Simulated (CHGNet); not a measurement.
Fluorite SrCl2

Level of theory: the machine-learned potential CHGNet-r²SCAN (trained on r²SCAN data).

Cell (relaxed at this level):

```
CELL_PARAMETERS angstrom
      0.00000     3.50372     3.50372
      3.50372     0.00000     3.50372
      3.50372     3.50372     0.00000
ATOMIC_POSITIONS crystal
  Sr 0.00000 0.00000 0.00000
  Cl 0.25000 0.25000 0.25000
  Cl 0.75000 0.75000 0.75000
```

- lattice constant a = 7.007 Å
- volume per atom = 28.67 Å³/atom

Measured, for comparison: lattice constant a 6.974 Å, equilibrium volume per atom 28.27 Å³/atom (room temperature, no zero-point or thermal correction; as tabulated in Kanchana et al., Calculated structural, elastic and electronic properties of …). Computed (rounded) less measured: lattice constant a +0.5 %, equilibrium volume per atom +1.4 %.

A machine-learned potential is trained on density-functional data: it inherits that level's misses and adds fitting errors of its own.
